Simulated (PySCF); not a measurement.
Working out the ionisation energy of Si

Si [Ne] 3s2 3p2 (3P) → Si⁺ [Ne] 3s2 3p1 (2P). Calculation: PySCF 2.14, in x2c-TZVPPall with one added diffuse shell each of s, p, d type (6s6p4d1f, 51 functions); scalar relativity by spin-free X2C-1e. Frozen: 1s2. Energies in hartree (1 hartree = 27.21139 eV):

```json
{"part": "UHF", "Si (lower)": "-289.454361", "Si⁺ (upper)": "-289.174077"}
{"part": "CCSD correlation", "Si (lower)": "-0.227850", "Si⁺ (upper)": "-0.212233"}
{"part": "(T)", "Si (lower)": "-0.004239", "Si⁺ (upper)": "-0.002920"}
```

Question: What does Hartree-Fock give?

Answer: (-289.174077) − (-289.454361) = 0.280284 hartree = 7.627 eV.

Question: What do CCSD and CCSD(T) give?

Answer: The CCSD correlation energies differ by 0.015617 hartree = 0.425 eV and the triples by 0.001319 hartree = 0.036 eV, so CCSD gives 8.052 eV and CCSD(T) 8.088 eV.

Measured between the centres of the two terms (NIST): 8.157 eV, so CCSD(T) (valence and next inner shell) is off by -0.069 eV.

What remains against the reference includes basis incompleteness, the frozen core and higher excitations.
